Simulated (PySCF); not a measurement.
Species: H₃O₄P.
Atom-mapped SMILES: `[O:1]=[P:2]([OH:3])([OH:4])[OH:5]` (hydrogens: H6 on O3; H7 on O4; H8 on O5)

Torsions of this conformer, `[O:1]=[P:2]([OH:3])([OH:4])[OH:5]`: H–O3–P2–O1 0°, H–O4–P2–O1 1°, H–O5–P2–O1 172°.

The closed-shell ground state was solved at several levels (PySCF, density fitting, gas phase, non-relativistic). Geometry: PBE0-D3(BJ)/def2-SVP, one conformer, isolated molecule.

```
              level  basis functions  HOMO (eV)  LUMO (eV)  gap (eV)  dipole (D)
   wB97X-D/pcSseg-2              229     -10.95       1.58     12.53        2.50
CAM-B3LYP/def2-SVPD              140     -10.58       0.32     10.90        2.48
```

Q: What might PBE0/pcSseg-1 (107 basis functions) give for the same quantities?

A: HOMO -8.88 eV, LUMO 0.34 eV, gap 9.22 eV, dipole 2.38 D.

Q: Over all these levels, which gives the widest orbital gap and which the narrowest?

A: wB97X-D/pcSseg-2 (range-separated hybrid) has the widest, 12.53 eV, and PBE0/pcSseg-1 (global hybrid, 25 % exact exchange) the narrowest, 9.22 eV. Functional and basis both differ between the two, so the spread mixes both effects.

Q: How far do the dipole and the HOMO energy spread over the levels?

A: The dipole runs from 2.38 to 2.50 D (mean 2.46 D) and the HOMO from -10.95 to -8.88 eV.
